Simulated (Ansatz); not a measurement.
# Si₂H₃Cl (SMILES [SiH2]=[SiH]Cl): functionals against CCSD(T) at one geometry

Aim: energy, forces and dipole at a structure displaced at random from a GFN2-xTB minimum, from CCSD(T) and from density functionals.

Method: single points in def2-TZVPP; program: Ansatz 0.2.0, Gaussian basis.

Correlated methods freeze the cores.

### 1 The system as given

SMILES `[SiH2]=[SiH]Cl`, 6 atoms, charge 0, spin multiplicity 1.

Atoms are counted from 1 here; the program's logs count them from 0.

Bond lengths: Si1–Si2 2.131 Å, Si1–H4 1.646 Å, Si1–H5 1.340 Å, Si2–Cl3 2.057 Å, Si2–H6 1.528 Å. Angles: Si2–Si1–H4 118.4°, Si2–Si1–H5 119.6°, H4–Si1–H5 90.8°, Si1–Si2–Cl3 121.1°, Si1–Si2–H6 113.7°, Cl3–Si2–H6 108.7°.

Coordinates:

```xyz
6

Si   -0.3663    0.3258   -1.0059
Si    0.4182   -0.4640    0.8116
Cl    1.9306    0.4969    1.8212
H    -1.8388   -0.2029   -1.5183
H    -0.7869    1.5974   -1.0487
H     0.7451   -1.9545    0.7423
```

### 2 CCSD(T)/def2-TZVPP

Contents of run/in.yaml:

```yaml
crystal:
  periodic: [false, false, false]
  atoms:
    - {symbol: Si, position_ang: [-0.366300, 0.325800, -1.005900]}
    - {symbol: Si, position_ang: [0.418200, -0.464000, 0.811600]}
    - {symbol: Cl, position_ang: [1.930600, 0.496900, 1.821200]}
    - {symbol: H, position_ang: [-1.838800, -0.202900, -1.518300]}
    - {symbol: H, position_ang: [-0.786900, 1.597400, -1.048700]}
    - {symbol: H, position_ang: [0.745100, -1.954500, 0.742300]}
basis:
  gaussian: {orbitals: def2-TZVPP}
correlation: {method: ccsd_t}
output: {forces: true}
```

The command line of these runs was not kept.

### 3 PBE0-D4/def2-TZVPP

Edit run/in.yaml of step 2 so:

```diff
@@ -11,3 +11,3 @@
   gaussian: {orbitals: def2-TZVPP}
-correlation: {method: ccsd_t}
-output: {forces: true}
+hamiltonian: {xc: pbe0, dispersion: d4}
+output: {forces: true, orbitals: {seedname: orbitals}}
```

### 4 wB97M-V/def2-TZVPP

Edit run/in.yaml of step 3 so:

```diff
@@ -11,3 +11,3 @@
   gaussian: {orbitals: def2-TZVPP}
-hamiltonian: {xc: pbe0, dispersion: d4}
-output: {forces: true, orbitals: {seedname: orbitals}}
+hamiltonian: {xc: {name: wB97M-V}}
+output: {forces: true}
```

### 5 r2SCAN-D4/def2-TZVPP

Edit run/in.yaml of step 4 so:

```diff
@@ -11,3 +11,3 @@
   gaussian: {orbitals: def2-TZVPP}
-hamiltonian: {xc: {name: wB97M-V}}
+hamiltonian: {xc: r2scan, dispersion: d4}
 output: {forces: true}
```

### 6 PBE-D4/def2-TZVPP

Edit run/in.yaml of step 5 so:

```diff
@@ -11,3 +11,3 @@
   gaussian: {orbitals: def2-TZVPP}
-hamiltonian: {xc: r2scan, dispersion: d4}
+hamiltonian: {xc: pbe, dispersion: d4}
 output: {forces: true}
```

### 7 r2SCAN0-D4/def2-TZVPP

Edit run/in.yaml of step 6 so:

```diff
@@ -11,3 +11,3 @@
   gaussian: {orbitals: def2-TZVPP}
-hamiltonian: {xc: pbe, dispersion: d4}
+hamiltonian: {xc: {name: r2SCAN0}, dispersion: d4}
 output: {forces: true}
```

### 8 B97M-V/def2-TZVPP

Edit run/in.yaml of step 7 so:

```diff
@@ -11,3 +11,3 @@
   gaussian: {orbitals: def2-TZVPP}
-hamiltonian: {xc: {name: r2SCAN0}, dispersion: d4}
+hamiltonian: {xc: {name: B97M-V}}
 output: {forces: true}
```

(Steps that only read results are left out.)

Before running it: what results should come out? Wanted: energy less free atoms, CCSD(T)/def2-TZVPP; RMS force component; RMS force error; HOMO and LUMO, PBE0-D4; T1 diagnostic.

**Answer**, as computed:

```
                                  quantity                                                                                             value
energy less free atoms, CCSD(T)/def2-TZVPP                                                                                    -1497.2 kJ/mol
                       RMS force component                                                              1.367 to 1.454 eV/Å over the methods
                           RMS force error  PBE0-D4 0.139, wB97M-V 0.157, r2SCAN-D4 0.116, PBE-D4 0.193, r2SCAN0-D4 0.144, B97M-V 0.132 eV/Å
                    HOMO and LUMO, PBE0-D4                                                                                -6.59 and -2.72 eV
                             T1 diagnostic                                                                                             0.017
```

Against CCSD(T) the functionals' energies less atoms differ by -92.8 to -33.9 kJ/mol, PBE-D4 by -63.2 kJ/mol. The reference is not at the basis limit: in triple zeta CCSD(T) underbinds, which counts against methods that bind more; the gaps are no ranking. For forces r2SCAN-D4 does best and PBE-D4 worst. The restricted Hartree–Fock reference is unstable towards an unrestricted one at one or more of these structures.
